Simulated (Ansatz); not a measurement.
A made-up structure of CHOS, doublet:

```xyz
4
angstrom
O -1.2633 -0.1917 -0.2684
C -0.1229 0.0994 -0.0538
S -2.8312 -0.7680 0.0976
H 0.2899 1.1188 -0.1903
```

It is relaxed with PBE-D4/def2-SVP and then PBE0-D4/def2-TZVP (Ansatz 0.2.0). Atoms count as bonded within 1.22 times the sum of their covalent radii (H–H: 0.88 Å). The end point is not checked to be a true minimum.

Problem. Does its bonding change? (Judge from chemistry; the calculation decides.)

Solution. By the calculation: No: no bond forms or breaks.

Where it ends: The first stage lowers the energy by 0.38 eV in 7 steps. It ends as CHOS ([CH][O][S]):
```xyz
4
angstrom
O -1.3627 0.0523 -0.1330
C -0.1463 0.0567 -0.0293
S -2.7423 -0.8794 0.0180
H 0.3238 1.0289 -0.2706
```

Labels in which every atom is bracketed show which atoms are joined, not bond orders.

For scale, one of the runs: PBE0-D4/def2-TZVP relaxation, 105 basis functions, launched by `ansatz run in.yaml --threads 2 --pin off --events-out ev --progress --plain --max-ram 4352MiB`. Hardware: 2 CPU threads of an Arm Neoverse V1, shared host. Wall time about 21 s.
